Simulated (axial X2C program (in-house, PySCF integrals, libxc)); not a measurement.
# PF: from Re and ωe to a spectrum

A bond curve at the CCSD(T) level, 2c, was computed with an in-house all-electron X2C program for linear molecules (integrals from PySCF) (basis P dyall-v3z [8s7p2d1f], F dyall-av3z [7s6p3d2f] (cores contracted in-house)) for the state Ω = 1 (⟨Sz⟩ = 1.00, ⟨Lz⟩ = 0.00 at HF). Its fit gives Re = 1.6139 Å, ωe = 829.2 cm⁻¹, ωexe = 4.44 cm⁻¹ and αe = 4.436e-03 cm⁻¹; the masses are 30.9738 and 18.9984 u. Two-component means X2C with spin–orbit coupling and atomic mean-field Coulomb and Gaunt terms.

Correlated methods: 12 electrons correlated (number of frozen shells: P 2 s, 1 p; F 1 s), 166 virtual spin orbitals or spinors in MP2, 90 natural virtuals in coupled cluster.

(1) Find the reduced mass, Be and the force constant.

(2) A Morse curve ties αe to the other constants (Pekeris). How well does that hold?

(3) Estimate De from a Morse curve and compare with the computed well depth of 4.396 eV to P + F.

(4) Estimate the centrifugal constant by the Kratzer relation.

(5) Where do the fundamental and the first overtone lie?

Occupations by symmetry block were frozen at the best pattern of an incomplete PBE0 search. De is counted from the lowest determinant-based energies of the atoms at the same level, without counterpoise correction. CCSD and (T) use frozen natural virtuals with an MP2 correction for the truncation; (T) itself is uncorrected, so its De runs slightly low. With several unpaired electrons one determinant need not be a pure state. Open-shell Ω = 0 determinants with evenly filled partner blocks cannot be reached by this program, so the Ω shown need not be the lowest component. This is the Ω = 1 component of a π² triplet; the 0⁺ component is not one determinant and can lie lowest.

Answers

(1) From the CCSD(T) values: μ = 11.7756 u. Be = 16.8576/(μ Re²) = 0.5496 cm⁻¹. k = 5.8918×10⁻⁷ μ ωe² = 4.77 mdyn/Å.

(2) αe(Morse) = 6Be²/ωe × (√(ωexe/Be) − 1) = 4.027e-03 cm⁻¹; the CCSD(T) curve gives 4.436e-03 cm⁻¹, a ratio of 0.91.

(3) De(Morse) = ωe²/(4ωexe) = 4.800 eV against 4.396 eV computed, a ratio of 1.09. For De the Morse form works well here.

(4) D = 4Be³/ωe² = 9.66e-07 cm⁻¹.

(5) ν(1←0) = ωe − 2ωexe = 820.3 cm⁻¹; ν(2←0) = 2ωe − 6ωexe = 1631.8 cm⁻¹.
